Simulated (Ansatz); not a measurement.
**Europium, bcc: convergence with Methfessel-Paxton smearing**

Computed with Ansatz, LDA, scalar-relativistic PAW, on the relaxed cell (a = 4.109 Å; ferromagnetic, net 7.16 μB per atom). Errors count from a run at 420 eV on a Γ-centred 14×14×14 mesh with Fermi-Dirac smearing of 0.05 eV, extrapolated to zero width. Fixed here: cutoff 420 eV, mesh 11×11×11.

```csv
width (eV),E(σ→0) error (meV/atom),F error (meV/atom),P (GPa),sphere moment (μB),SCF iterations
0.01,1.3,1.3,-0.01,6.94,20
0.03,1.4,1.4,-0.02,6.93,15
0.1,1.1,1.1,-0.01,6.92,17
0.2,-0.4,10.3,-0.11,6.98,15
0.3,15.2,35.0,-0.23,6.97,25
0.6,75.8,105.3,-0.33,6.96,23
1.0,141.9,163.4,-0.22,6.99,25
```
